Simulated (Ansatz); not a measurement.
## B2 (SMILES B#B): methods side by side

B2 has 2 atoms, charge 0, and is taken as a triplet. SMILES: `B#B`. Geometry: relaxed at GFN2-xTB.

```xyz
2

B     0.0000    0.0000    0.0000
B     0.0000    0.0000    1.4051
```

Each level gives the vertical electron affinity (to the doublet anion) (eV). The values are calculated.

The electron affinity is E(neutral) − E(anion): positive where the electron is bound.

```
          level                    kind  program  value (eV)
U-r2SCAN0/6-31G         hybrid meta-GGA   Ansatz        0.62
   UBHLYP/6-31G           global hybrid   Ansatz        0.45
  U-wB97X/6-31G  range-separated hybrid   Ansatz        0.69
  UB2PLYP/6-31G           double hybrid   Ansatz        0.45
  RPA@PBE/6-31G                     RPA   Ansatz        0.37
     UMP2/6-31G     perturbation theory   Ansatz        0.00
 UCCSD(T)/6-31G   coupled cluster or CI   Ansatz        0.04
  UCCSDTQ/6-31G   coupled cluster or CI   Ansatz        0.27
```

The values span 0.00 to 0.69 eV. Spin contamination of the reference (⟨S²⟩ at least 0.1 too high) touches U-r2SCAN0/6-31G, UBHLYP/6-31G, U-wB97X/6-31G, UB2PLYP/6-31G, RPA@PBE/6-31G, UMP2/6-31G, UCCSD(T)/6-31G, UCCSDTQ/6-31G. The coupled-cluster rows rest on a doubtful reference here (large T1 or Brueckner and Hartree–Fock orbitals at odds), and rows may lie in different states. All rows use very small basis sets, so none should be taken for the real molecule's value.
